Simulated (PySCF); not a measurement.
## Potential energy of NH along the bond

Set-up: basis H cc-pVTZ, N cc-pVTZ; no relativity; PySCF 2.14. Energies in eV from H + N in their ground configurations at the same level. State: ³Σ⁻ (triplet), unpaired electrons π ↑↑.

```json
{"R (Å)": "0.893", "PBE0": "-3.109", "PBE": "-3.185"}
{"R (Å)": "0.935", "PBE0": "-3.406", "PBE": "-3.498"}
{"R (Å)": "0.977", "PBE0": "-3.578", "PBE": "-3.688"}
{"R (Å)": "1.008", "PBE0": "-3.642", "PBE": "-3.765"}
{"R (Å)": "1.039", "PBE0": "-3.662", "PBE": "-3.798"}
{"R (Å)": "1.070", "PBE0": "-3.644", "PBE": "-3.795"}
{"R (Å)": "1.112", "PBE0": "-3.575", "PBE": "-3.745"}
{"R (Å)": "1.164", "PBE0": "-3.433", "PBE": "-3.628"}
{"R (Å)": "1.226", "PBE0": "-3.206", "PBE": "-3.430"}
{"R (Å)": "1.309", "PBE0": "-2.844", "PBE": "-3.108"}
```

Problem. Put a parabola through the three lowest points of the PBE0 curve and estimate Re, k and ωe (reduced mass 0.9402 u; 1 eV/Å² = 0.16022 mdyn/Å; ωe = 1302.8·√(k/μ) cm⁻¹).

Solution. Through R = 1.008, 1.039, 1.07 Å the second-order coefficient is 19.8 eV/Å², so Re ≈ 1.040 Å, k ≈ 6.34 mdyn/Å and ωe ≈ 3382 cm⁻¹. A polynomial fit of higher order to the unrounded PBE0 energies gives Re = 1.039 Å, k = 6.05 mdyn/Å, ωe = 3304 cm⁻¹; anharmonicity and rounding make the difference.

The higher-order fit for each curve: PBE0: Re = 1.039 Å, ωe = 3304 cm⁻¹, De = 3.66 eV; PBE: Re = 1.051 Å, ωe = 3162 cm⁻¹, De = 3.80 eV.

The state was picked by a PBE0 search and need not be the measured ground state.
